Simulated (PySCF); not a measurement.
Species: nitrosyl fluoride, FNO.
SMILES: `O=NF`

Theory: PBE0-D3(BJ)/def2-SVP geometry optimisation, gas phase in PySCF.

Masses are those of the commonest isotopes; rigid-rotor values at the optimised geometry. 

Give the principal moments of inertia and the rotational constants in GHz.

Ia = 5.09, Ib = 40.53, Ic = 45.62 u·Å²; 505379 MHz·u·Å²/I gives 99265, 12469 and 11078 MHz, that is A = 99.265, B = 12.469, C = 11.078 GHz.

What kind of rotor is it?

A near-prolate asymmetric top; Ray's κ = -0.968.

Give the coordinates in the principal-axis frame, origin at the centre of mass.

The sense of each axis is arbitrary; atoms in the order of the calculation.
```csv
atom,mass (u),a (Å),b (Å),c (Å)
O1,15.995,1.065,-0.268,0.000
N2,14.003,0.231,0.503,0.000
F3,18.998,-1.067,-0.145,0.000
```

Where do the levels up to J = 5 lie, in MHz?

Above 0(0,0):
J = 1: 1(0,1) 23547, 1(1,1) 110343, 1(1,0) 111734
J = 2: 2(0,2) 70625, 2(1,2) 156046, 2(1,1) 160221, 2(2,1) 420607, 2(2,0) 420623
J = 3: 3(0,3) 141201, 3(1,3) 224590, 3(1,2) 232939, 3(2,2) 491249, 3(2,1) 491332, 3(3,1) 928715, 3(3,0) 928715
J = 4: 4(0,4) 235224, 4(1,4) 315963, 4(1,3) 329878, 4(2,3) 585425, 4(2,2) 585674, 4(3,2) 1022937, 4(3,1) 1022938, 4(4,1) 1635345, 4(4,0) 1635345
J = 5: 5(0,5) 352630, 5(1,5) 430150, 5(1,4) 451020, 5(2,4) 703125, 5(2,3) 703705, 5(3,3) 1140730, 5(3,2) 1140733, 5(4,2) 1753119, 5(4,1) 1753119, 5(5,1) 2540505, 5(5,0) 2540505
Those of J = 1 are B + C, A + C and A + B.

Which lines would a microwave search look for?

The dipole components are |μa| = 0.95 D, |μb| = 0.25 D, |μc| = 0.00 D; the mirror of this Cs structure is the ab plane, so μc vanishes by symmetry and there are no c-type lines. Intensities carry the squares of the components, which stand as 1.00 : 0.07 (a : b). Some lines, for components of 0.1 D or more:

```
type  branch         J(Ka,Kc)     MHz  lower level (cm⁻¹)
   a       Q  1(1,0) ← 1(1,1)    1392               3.681
   a       Q  2(1,1) ← 2(1,2)    4175               5.205
   a       Q  3(1,2) ← 3(1,3)    8349               7.492
   a       R  2(1,2) ← 1(1,1)   45703               3.681
   a       R  2(0,2) ← 1(0,1)   47078               0.785
   a       R  3(1,3) ← 2(1,2)   68544               5.205
   a       R  3(2,2) ← 2(2,1)   70642              14.030
   b       Q  2(1,1) ← 2(0,2)   89595               2.356
   b       Q  3(1,2) ← 3(0,3)   91738               4.710
   a       R  4(0,4) ← 3(0,3)   94023               4.710
   a       R  4(3,2) ← 3(3,1)   94222              30.979
   a       R  4(3,1) ← 3(3,0)   94223              30.979
   b       Q  4(1,3) ← 4(0,4)   94654               7.846
   a       R  4(1,3) ← 3(1,2)   96939               7.770
   b       R  4(1,4) ← 3(0,3)  174762               4.710
   b       Q  4(2,2) ← 4(1,3)  255796              11.004
   b       Q  2(2,0) ← 2(1,1)  260403               5.344
   b       R  2(2,0) ← 1(1,1)  310281               3.681
   b       R  3(2,1) ← 2(1,2)  335286               5.205
   b       Q  3(3,1) ← 3(2,2)  437466              16.386
   b       R  4(3,1) ← 3(2,2)  531689              16.386
   b       Q  4(4,0) ← 4(3,1)  612407              34.122
   b       Q  4(4,1) ← 4(3,2)  612408              34.122
   b       R  4(4,1) ← 3(3,0)  706630              30.979
   b       R  4(4,0) ← 3(3,1)  706630              30.979
```

Estimate the classical rotational partition function at 50 K, 200 K and 500 K.

Point group Cs, symmetry number σ = 1; q = (√π/σ)·√((kT/h)³/(ABC)), k/h = 20836.6 MHz/K: 509 at 50 K, 4070 at 200 K, 16100 at 500 K.

Whether it is a minimum is left open (no frequencies). These are rigid-rotor constants of the computed structure; measured ground-state constants (B0) also hold zero-point vibration. Quadrupole hyperfine structure (14N) is left out.
